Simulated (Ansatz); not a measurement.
# Ge₂H⁺ (H-bridged), triplet: the ladder up to UCCSDT(Q)

Geometry: that of the Ge2H (H-bridged), doublet, kept fixed.

```yaml
atoms:
  - { symbol: Ge, position_ang: [0.0000, -0.4466, 1.1824] }
  - { symbol: Ge, position_ang: [0.0000, -0.4466, -1.1824] }
  - { symbol: H, position_ang: [0.0000, 0.8933, 0.0000] }
```

Basis cc-pVTZ; Ansatz 0.2.0. Only valence electrons are correlated (noble-gas cores and the filled d shells of p-block atoms frozen), which leaves 8 electrons in 72 orbitals. Prefix R: restricted or restricted open-shell reference; prefix U: unrestricted. Active spaces: valence = (8e, 9o) chosen from the atoms' valence shells. No spin–orbit coupling is included, and no scalar relativity.

Full CI isn't at hand for all of this; UCCSDT(Q) serves as the reference, and is uncertain by about the last step of the cluster series. The frozen core follows each run's orbitals, which can shift R against U totals by a few meV for light atoms and by up to 0.1 eV past Ca.

The UHF ⟨S²⟩ is 2.047. The T1 diagnostic (RCCSD) is 0.0296, the largest doubles amplitude (RCCSD) is 0.078 and the T1 diagnostic (UCCSD) is 0.0275.

| level | E − E(UCCSDT(Q)) (kJ/mol) | share of correlation (%) | wall time |
| --- | --- | --- | --- |
| UHF | 492.7 | 3.76 | – |
| UMP2 | 105.8 | 79.34 | – |
| UCCSD | 30.5 | 94.04 | – |
| UCCSD(T) | 5.8 | 98.87 | 23 s |
| UCCSDT | 1.6 | 99.69 | – |

The correlation energy at UCCSDT(Q), counted from RHF, is -5.305 eV. That run took 14 s on 2 threads of AMD EPYC 7R13 with a shared H100 80 GB, shared host.

Run but not shown, since their state or frozen core can't be matched to the reference's or they repeat it: RHF, RMP2, RCCSD, RCCSD(T), BCCD(T), RCCSDT, RCCSDT(Q), CASSCF (valence space), NEVPT2 (valence space), MRCISD (valence space), MRCISD+Q (valence space).

Times hold each run's SCF and search for its determinant on a shared host, so for small cases they say little of a method's own cost; they ran on 1 thread of AMD EPYC 7R13.

Natural occupations of CASSCF (valence space) about the gap: 1.980 1.936 1.935 1.005 0.980 0.050 0.050 0.035 0.028; effectively unpaired electrons, Σ n²(2−n)², 2.06.
